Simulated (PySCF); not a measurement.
Results of MP2 in PySCF (GTH pseudopotentials, Gaussian basis, DZ basis) for rock-salt CaO.

The same calculation (at the measured cell, 13.919 Å³/atom) with different numerical settings:

```csv
run,k mesh,correlation energy (eV/atom),total energy (eV/atom)
1,2×2×2,-3.2388,-714.1525
2,3×3×3,-3.3306,-714.0291
3,4×4×4,-3.3446,-713.9686
```

In the column total energy (eV/atom) the first row differs from the last by -0.1839 and the next to last by -0.0605.

The last row is no converged limit: other settings stay fixed.
